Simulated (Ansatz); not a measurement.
Take BP in the zinc blende structure (space group F-43m, No. 216; a = 4.548 Å) as the base.

Levels (all Ansatz, a quantum-chemistry and plane-wave program, PAW, earlier PAW set): PBE (420 eV, without spin-orbit coupling); r2SCAN (500 eV, no spin-orbit coupling).

Levels that relaxed their own cell: PBE and r2SCAN.

```json
[
 {"level": "PBE", "lattice parameter a": "4.548 Å"},
 {"level": "r2SCAN", "lattice parameter a": "4.536 Å"}
]
```

Measured: lattice parameter a 4.525 Å (static lattice; corrected from measurement; as listed in Daniel Mejia-Rodriguez, S. B. Trickey, Phys. Rev. B (2018)).

Computed minus measured — lattice parameter a: PBE +0.5 %, r2SCAN +0.3 % (closest: r2SCAN).

Stability against distortions was not tested.
